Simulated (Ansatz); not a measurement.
CH3O− (SMILES C[O-]): where methods fail along a bond

CH3O− has 5 atoms, charge -1, and is taken as a singlet. As SMILES, `C[O-]`. The coordinates come from a PBE0-D4/def2-TZVPD relaxation.

```csv
atom,x (Å),y (Å),z (Å)
C,0.0236,-0.0190,-0.0058
O,1.0390,-0.8382,-0.2549
H,-1.0139,-0.4758,-0.0980
H,-0.0493,0.8960,-0.6772
H,0.0006,0.4370,1.0358
```

The C1–H5 distance is scanned; the parts on either side stay rigid. Basis STO-3G, 2 core orbitals frozen in the correlated methods; program Ansatz 0.2.0. FCI is exact within this basis and core. Energies in eV from each method's value at 1.137 Å; methods without a U are spin-restricted. The set has no diffuse functions, which an anion needs. The shape above is that at 1.137 Å.

```
distance (Å)  SVWN5  r2SCAN  r2SCAN0  wB97M-V  B2PLYP  BCCD(T)  CCSDT(Q)   FCI
       1.137   0.00    0.00     0.00     0.00    0.00     0.00      0.00  0.00
       1.422   0.15    0.18     0.38     0.33    0.29     0.25      0.24  0.24
       1.706   0.77    0.81     1.20     1.13    1.00     0.91      0.89  0.89
       2.275   2.08    2.08     2.73     2.72    2.28     2.20      2.17  2.17
       2.843   2.94    2.88     3.70     3.83    3.00     3.05      3.01  3.02
```

Departure from the FCI curve at its largest: SVWN5 -0.12 eV at 1.71 Å; r2SCAN -0.13 eV at 2.84 Å; r2SCAN0 +0.68 eV at 2.84 Å; wB97M-V +0.81 eV at 2.84 Å; B2PLYP +0.11 eV at 2.27 Å; BCCD(T) +0.03 eV at 2.84 Å; CCSDT(Q) -0.01 eV at 2.84 Å. For the functionals part of the departure is owed to the small basis.
